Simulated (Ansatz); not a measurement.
**BH2O (SMILES B[O]): the energy to break a bond**

BH2O has 4 atoms, charge 0, and is taken as a doublet. SMILES: `B[O]`. The shape was relaxed beforehand at r2SCAN/def2-SVP.

```xyz
4

B     0.0109   -0.0141   -0.0070
O     1.0331   -0.3433    0.6822
H    -1.0644   -0.5869    0.1465
H     0.0758    0.8840   -0.8418
```

Wanted: the dissociation energy of the H3–B1 bond into doublet H and singlet HBO (shapes relaxed at r2SCAN/def2-SVP, no zero-point term). 1 Eh = 2625.50 kJ/mol = 27.2114 eV. Totals in Eh; open shells run unrestricted unless said.

```
                level  program         BH2O  doublet H  singlet HBO
      UPBE/def2-TZVPP   Ansatz  -101.161638  -0.499616  -100.629035
 U-wB97M-V/def2-TZVPP   Ansatz  -101.240739  -0.494111  -100.718926
UCAM-B3LYP/def2-TZVPP   Ansatz  -101.242543  -0.498811  -100.711042
```

Question: Work out the dissociation energy at each level.

Answer: 
1. UPBE/def2-TZVPP: (-0.499616) + (-100.629035) − (-101.161638) = 0.032987 Eh = 86.6 kJ/mol = 0.90 eV.
2. U-wB97M-V/def2-TZVPP: (-0.494111) + (-100.718926) − (-101.240739) = 0.027702 Eh = 72.7 kJ/mol = 0.75 eV.
3. UCAM-B3LYP/def2-TZVPP: (-0.498811) + (-100.711042) − (-101.242543) = 0.032690 Eh = 85.8 kJ/mol = 0.89 eV.

The levels span 73 to 87 kJ/mol; no measured value is set beside them. A fragment with an even electron count was run as a singlet and may have a lower triplet. A bond enthalpy at 298 K also holds the loss of zero-point energy and thermal terms.
